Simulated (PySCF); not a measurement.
# From wB97X-D/pcSseg-2 to PBE0/pcSseg-2: the mean 15N shielding of 8 molecules

Settings: PySCF, density fitting, no solvent, no relativity; the PBE0-D3(BJ)/def2-TZVP geometry of a molecule is the same in every run. Shieldings use GIAOs. wB97X-D: range-separated exact exchange; PBE0: 25 % exact exchange.

Mean 15N shielding (ppm):

| molecule | wB97X-D/pcSseg-2 | PBE0/pcSseg-2 |
| --- | --- | --- |
| C#C/C=C/C#N | -62.2 | -65.1 |
| N#Cc1ccccc1F | -60.9 | -62.8 |
| C=CC#CC#N | -50.4 | -53.5 |
| C#C/C=C\C#N | -66.9 | -69.1 |
| N=[PH3] | 272.5 | ? |
| C=N | -127.1 | -126.2 |
| N#Cc1ccc(F)cc1 | -48.3 | -49.5 |
| N#Cc1cccc(F)c1 | -50.7 | -51.9 |

Task: Predict the missing value of `N=[PH3]` from the other molecules.

Result: The functional change moves the other 7 molecules by -1.7 ppm on average (standard deviation 1.4), which puts `N=[PH3]` at 272.5 − 1.7 = 270.8 ppm. A straight line through the pairs, y = 0.963x − 4.13, gives 258.3 ppm. The run gave 271.3 ppm: the mean change misses by 0.5, the line by 13.0 ppm.

Task: Which of the two rules would one have trusted beforehand?

Result: Leaving out each listed molecule in turn and predicting it from the rest, the mean change misses by 1.16 ppm on average and the line by 1.63; so the mean change, and for `N=[PH3]` it was the closer one.

Task: Is the change the same for all, and does it alter the order of the molecules?

Result: Among the 7 molecules with both values given it runs from -3.1 ppm for `C=CC#CC#N` to +0.9 ppm for `C=N`; `N=[PH3]` moves by -1.2 ppm, inside this range. The change is not of one sign for all. Of the 21 pairs among the 7, 1 changes order, the widest-spaced at wB97X-D/pcSseg-2 being `N#Cc1cccc(F)c1` and `C=CC#CC#N`, 0.3 ppm apart there.

Neither level serves as a reference here, and other classes of molecule may behave otherwise.
